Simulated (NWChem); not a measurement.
Total energies of Si$_{2}$

```
Si
Si 1 2.1533
```
Charge 0, spin multiplicity 3.

Program: NWChem. Structure: optimised with UPBE0/def2-SVP, a minimum by its harmonic frequencies.

Basis set: def2-SVP (36 functions).

```csv
method,total energy (Ha)
UHF,-577.54784
UMP2,-577.69302
UB2PLYP,-578.41215
UPBE,-578.37410
UB3LYP,-578.69872
UBP86,-578.71797
```

Total energies of different functionals aren't comparable as a measure of quality: only differences taken within one method are. 

The correlated methods keep 10 core orbitals frozen. B3LYP has NWChem's definition, with VWN1-RPA local correlation. This spin state was chosen for the runs; another may lie lower. The structure started from a generated list of species. The unpaired electrons of the parent sit in orbitals of symmetry ag and b2u (D2h labels of the run); other states weren't searched. The stability of the SCF solutions was not checked. Open-shell Hartree-Fock references start from PBE0 orbitals.
